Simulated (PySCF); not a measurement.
From one molecule to another.

First species: C₆H₁₁BF₂.
SMILES with atom numbers: `[F:1][CH:2]([F:3])[C@@H:4]1[BH:5][CH2:6][CH2:7][CH2:8][CH2:9]1` (hydrogens: H10 on C2; H11 on C4; H12 on B5; H13, H14 on C6; H15, H16 on C7; H17, H18 on C8; H19, H20 on C9)

Second species: Furan, C4H4O.
Atom-mapped SMILES: `[cH:1]1[cH:2][cH:3][o:4][cH:5]1` (hydrogens: H6 on C1; H7 on C2; H8 on C3; H9 on C5)

Levels: PBE0/def2-SVPD for HOMO energy, LUMO energy, HOMO–LUMO gap and static isotropic polarisability; TDDFT PBE0/def2-SVPD for lowest singlet excitation; TDA PBE0/def2-SVPD for lowest triplet excitation (Tamm–Dancoff); ΔSCF PBE0/def2-SVPD for vertical ionisation energy. Geometries: PBE0-D3(BJ)/def2-SVP. Each structure is a single optimised conformer of the isolated species, non-relativistic unless stated; the electronic structure was computed with PySCF and density fitting.

**Question.** Which has the higher T1 energy?

**Answer.** The first: 5.07 eV against 4.05 eV, a difference of 1.02 eV.

**Question.** Which has the higher HOMO energy?

**Answer.** The second: -6.72 eV against -8.36 eV, a difference of 1.64 eV.

**Question.** Which of the two has the higher HOMO–LUMO gap, and by how much?

**Answer.** The first: 7.18 eV against 6.91 eV, a difference of 0.27 eV.

**Question.** Which of the two has the higher vertical ionisation energy, and by how much?

**Answer.** The first: 10.21 eV against 8.91 eV, a difference of 1.30 eV.

**Question.** Which of the two has the higher LUMO energy, and by how much?

**Answer.** The second: 0.19 eV against -1.18 eV, a difference of 1.37 eV.

**Question.** Which has the higher static isotropic polarisability?

**Answer.** The first: 83.5 au against 46.9 au, a difference of 36.6 au.

**Question.** Which of the two has the higher S1 energy, and by how much?

**Answer.** The second: 6.34 eV against 5.56 eV, a difference of 0.78 eV.

On the first: The vertical singlet–triplet gap S1 − T1 is 0.49 eV (TDDFT singlet less Tamm–Dancoff triplet; S1: HOMO→LUMO, weight 0.97; T1: HOMO→LUMO, weight 0.93). In wavenumbers S1 is 44800 cm⁻¹ (1 eV = 8065.54 cm⁻¹).

On the second: No computed singlet falls in the visible range (750 to 380 nm, 1.65 to 3.26 eV); S1 lies 3.08 eV above its blue end. The vertical singlet–triplet gap S1 − T1 is 2.29 eV (TDDFT singlet less Tamm–Dancoff triplet; S1: HOMO→LUMO, weight 0.97; T1: HOMO→LUMO, weight 0.95).
